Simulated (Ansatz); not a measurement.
# Worked example: correlation energy of H₃Si–CH, triplet

Geometry: displaced at random from a stationary point.

```xyz
6

Si    0.0489    0.0196    0.5203
C    -0.1160   -0.0554   -1.2738
H    -0.0394    1.4125    0.9850
H     1.2509   -0.7389    1.0847
H    -1.2665   -0.7581    0.9818
H     0.0742    0.1981   -2.3708
```

Basis cc-pVDZ; Ansatz 0.2.0. Only valence electrons are correlated (noble-gas cores frozen), which leaves 12 electrons in 46 orbitals. R marks a restricted (for open shells ROHF) determinant, U an unrestricted one.

Full CI isn't at hand for all of this; UCCSDT(Q) serves as the reference, and is uncertain by about the last step of the cluster series.

Runs differ by some tens of microhartree through their thresholds and, for an open shell, their frozen cores, so steps under 0.03 kcal/mol mean nothing.

```tsv
level	total energy (hartree)
UHF	-329.023692
UMP2	-329.214047
UCCSD	-329.257229
UCCSD(T)	-329.262353
UCCSDT	-329.263447
UCCSDT(Q)	-329.263681
```

Task: What is the correlation energy at UCCSDT(Q), and what share of it do UMP2 and UCCSD(T) recover?

Result: E(corr) = -329.263681 − (-329.023692) = -0.239989 hartree = -6.530 eV. UMP2: -0.190355 / -0.239989 = 79.32 %. UCCSD(T): -0.238661 / -0.239989 = 99.45 %.

Task: By how many kcal/mol does UCCSD(T) miss UCCSDT(Q) (1 hartree = 627.509 kcal/mol), and which steps make up the rest?

Result: -329.262353 − (-329.263681) = 0.001328 hartree = 0.83 kcal/mol. Steps: UCCSDT − UCCSD(T) = -0.69, UCCSDT(Q) − UCCSDT = -0.15 kcal/mol. Differences between like states or geometries often cancel part of this.
